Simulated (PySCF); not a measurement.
## Working with the constants of HF⁺

UHF-CCSD(T) constants of HF⁺, ²Π (doublet), unpaired electrons π ↑ (PySCF, no relativity, basis sets H 6-31G(d,p), F 6-31G(d,p); masses 1.0078 and 18.9984 u):

| Item | Value |
| --- | --- |
| ωe | 3098.8 cm⁻¹ |
| ωexe | 91.2 cm⁻¹ |
| Be | 17.351 cm⁻¹ |
| αe | 0.886 cm⁻¹ |
| D (centrifugal) | 0.00218 cm⁻¹ |
| De to H⁺ + F | 3.81 eV |

Q: Give the vibrational terms G(v) and spacings up to v = 4.

A: G(v) = ωe(v+½) − ωexe(v+½)².

```csv
v,G(v) (cm⁻¹),G(v) − G(v−1),Bv (cm⁻¹)
0,1527,,16.91
1,4443,2916,16.02
2,7177,2734,15.14
3,9729,2552,14.25
4,12098,2369,13.36
```

Q: How well does the Morse estimate ωe²/(4ωexe) reproduce De, and what is D0?

A: It gives 3.26 eV, 86 % of the computed De. D0 = De − G(0) = 3.81 − 0.19 = 3.62 eV.

Correlated steps freeze 1 core orbital. Correlated levels converge slowly with the basis: in double zeta they bind strong bonds too weakly, by up to about 1 eV, and carry superposition errors of some tenths. For an ion De counts to the pair picked by the measured ionisation energies or electron affinities, which need not be the lowest pair at this level. The state is the lowest determinant that a PBE0 search found; another state may lie lower at other levels.
